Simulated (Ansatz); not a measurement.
`CCCCC(C)(C)C`, charge 0, multiplicity 1.

(1) Give a relaxed structure at PBE0-D4/def2-TZVP (Ansatz 0.2.0). (Estimate.)

Results:

(1) Computed: 
Z-matrix (Å, degrees):
```
C
C 1 1.520
H 1 1.092 2 111.2
H 1 1.094 2 110.9 3 -119.8
H 1 1.092 2 111.9 3 120.1
C 2 1.525 1 114.2 3 176.1
H 2 1.095 1 109.0 3 54.4
H 2 1.097 1 109.5 3 -61.2
C 6 1.521 2 113.5 1 65.1
H 6 1.096 2 108.7 1 -57.6
H 6 1.095 2 108.5 1 -172.8
C 9 1.536 6 116.7 2 176.3
H 9 1.096 6 109.3 2 -61.3
H 9 1.098 6 108.6 2 53.9
C 12 1.527 9 107.9 6 179.1
C 12 1.527 9 111.0 6 -61.9
C 12 1.527 9 110.8 6 60.0
H 15 1.094 12 111.1 9 179.8
H 15 1.094 12 111.0 9 -60.2
H 15 1.094 12 111.0 9 59.8
H 16 1.094 12 110.5 9 -175.5
H 16 1.092 12 111.9 9 64.7
H 16 1.094 12 111.0 9 -56.0
H 17 1.094 12 110.6 9 175.3
H 17 1.094 12 111.0 9 55.7
H 17 1.092 12 111.8 9 -64.9
```
This is one stationary point; other conformers may exist.
